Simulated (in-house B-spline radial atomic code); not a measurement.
RPA and G0W0 for neutral xenon, [Kr] 4d10 5s2 5p6, as one setting changes: the highest l of the empty states. Start: r2SCAN. A dash marks a level of low quasi-particle weight. Computed with a B-spline radial code for spherical atoms: all electrons, scalar-relativistic (spin-free one-electron X2C), finite nucleus, each spin shell either full or empty, empty states to the listed l with an (l + 1/2)⁻⁴ tail; G0W0 by contour deformation at full frequency.

Spin-orbit coupling, left out, splits p levels strongly here.

```json
{"highest l of the empty states": "4", "RPA summed (Eh)": "-3.5312", "RPA extrapolated (Eh)": "-4.19", "G0W0 level (eV)": "5p -12.534"}
{"highest l of the empty states": "5", "RPA summed (Eh)": "?", "RPA extrapolated (Eh)": "?", "G0W0 level (eV)": "?"}
{"highest l of the empty states": "6", "RPA summed (Eh)": "-3.9736", "RPA extrapolated (Eh)": "-4.2239", "G0W0 level (eV)": "5p -12.533"}
{"highest l of the empty states": "7", "RPA summed (Eh)": "-4.0513", "RPA extrapolated (Eh)": "-4.2101", "G0W0 level (eV)": "5p -12.524"}
{"highest l of the empty states": "8", "RPA summed (Eh)": "?", "RPA extrapolated (Eh)": "?", "G0W0 level (eV)": "?"}
{"highest l of the empty states": "9", "RPA summed (Eh)": "-4.1188", "RPA extrapolated (Eh)": "-4.1865", "G0W0 level (eV)": "5p -12.518"}
{"highest l of the empty states": "10", "RPA summed (Eh)": "-4.1345", "RPA extrapolated (Eh)": "-4.1821", "G0W0 level (eV)": "5p -12.516"}
{"highest l of the empty states": "11", "RPA summed (Eh)": "-4.1448", "RPA extrapolated (Eh)": "-4.1794", "G0W0 level (eV)": "5p -12.515"}
```

(1) What belongs in the row for 8?

(2) What belongs in the row for 5?

## Answers

(1) RPA summed (Eh): -4.0937; RPA extrapolated (Eh): -4.1944; G0W0 level (eV): 5p -12.520.

(2) RPA summed (Eh): -3.8278; RPA extrapolated (Eh): -4.241; G0W0 level (eV): 5p -12.541.
